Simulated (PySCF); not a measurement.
**MgB+: from the state search to spectroscopic constants**

The task here is to estimate one member of a computed series from the others.

The runs use PySCF 2.14.0; Mg pcseg-2, B pcseg-2, no relativity.

The first run:

A driver script around PySCF takes these settings:

```yaml
atoms: Mg, B
charge: 1
basis: Mg pcseg-2, B pcseg-2
Hamiltonian: no relativity
basis_functions: 49
electrons_treated: 16
masses_in_u: 23.9850, 11.0093
levels: PBE0, PBE, r²SCAN, M06-L, M06-2X, M06, HSE06, HF, MP2, SCS-MP2, CCSD, CCSD(T)
grid: 80 radial by 434 angular points
occupations: held fixed by the projection of orbital angular momentum
dissociation_limit: Mg+ + B, each in its ground configuration
starting_distance_in_angstrom: 2.270
values_of_2S_to_try: 0, 2
```

On the command line:

```
$ OMP_NUM_THREADS=1 python dia.py task.json out
```

Steps of the session up to this table: Input; The PBE0 curve of the state that the search chose; Higher solutions at PBE0; PBE (GGA); r²SCAN (meta-GGA); M06-L (meta-GGA); M06-2X; M06; HSE06; RHF (mean field); Adding correlation.

One table of the session follows, with a row left open; its other results are not shown here.

Energy (eV) from each level's lowest point:

| R (Å) | RHF | RHF-MP2 | RHF-SCS-MP2 | RHF-CCSD | RHF-CCSD(T) |
| --- | --- | --- | --- | --- | --- |
| 2.211 | 0.393 | 0.308 | 0.313 | n/a | n/a |
| 2.314 | 0.190 | 0.130 | 0.134 | 0.142 | 0.141 |
| 2.417 | 0.071 | 0.034 | 0.037 | 0.043 | 0.042 |
| 2.494 | 0.023 | 0.004 | 0.005 | 0.008 | 0.008 |
| 2.571 | ? | ? | ? | ? | ? |
| 2.648 | 0.000 | 0.017 | 0.015 | 0.012 | 0.012 |
| 2.751 | 0.024 | 0.064 | 0.059 | 0.053 | 0.052 |
| 2.880 | 0.082 | 0.150 | 0.142 | 0.132 | 0.129 |
| 3.034 | 0.178 | 0.277 | 0.264 | 0.251 | 0.245 |
| 3.240 | 0.328 | 0.464 | 0.446 | n/a | n/a |

Q: Estimate the row for R (Å) = 2.571 from the others.

Worked estimate for «RHF». A straight line through the neighbours (2.494, 0.023) and (2.648, 0.000) gives 0.023 + (0.000 − 0.023) × (2.571 − 2.494) / (2.648 − 2.494) = 0.011; a parabola fitted to 4 rows on both sides gives 0.002.

As computed: RHF: 0.001; RHF-MP2: 0.000; RHF-SCS-MP2: 0.000; RHF-CCSD: 0.000; RHF-CCSD(T): 0.000. In «RHF» the line misses by +0.010 and the parabola by +0.001.
